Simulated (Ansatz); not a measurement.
Species, as SMILES: FCl (F-Cl).
Atoms: F1, Cl2. Bonds: F1-Cl2.

How fast the highest harmonic wavenumber converges with the basis for several methods (Ansatz, a first-principles code): deviation from each method's own reference, in cm⁻¹. References: CCSD(T) 787 cm⁻¹, the value in pcseg-3; HF 918 cm⁻¹, the value in pcseg-3; MP2 810 cm⁻¹, the value in pcseg-3; PBE 763 cm⁻¹, the value in pcseg-3; PBE0 828 cm⁻¹, the value in pcseg-3. All functions are spherical. In correlated methods cores are frozen. No added dispersion term, no relativity. Each level at its own minimum, unscaled; the references are large sets that could be run, not limits.

```csv
basis,functions,CCSD(T),HF,MP2,PBE,PBE0
pcseg-1,32,-73,___,-55,-30,-34
aug-cc-pV(D+d)Z,55,-32,___,-27,-5,-8
pcseg-2,64,-8,___,-4,-3,-3
def2-TZVPPD,91,-16,___,-11,-3,-3
aug-pcseg-2,96,-11,___,-7,-1,-2
cc-pV(Q+d)Z,119,-3,___,-2,0,-1
pcseg-3,124,0,___,0,0,0
def2-QZVPP,127,-4,___,-4,-2,-2
```

Some entries are withheld; supply them.


- pcseg-1, HF: -43
- aug-cc-pV(D+d)Z, HF: -14
- pcseg-2, HF: -4
- def2-TZVPPD, HF: -1
- aug-pcseg-2, HF: -3
- cc-pV(Q+d)Z, HF: -1
- pcseg-3, HF: 0
- def2-QZVPP, HF: -1

Mean absolute deviation over pcseg-2, def2-TZVPPD, aug-pcseg-2: PBE0 2, HF 3, PBE 3, MP2 7, CCSD(T) 12 cm⁻¹.
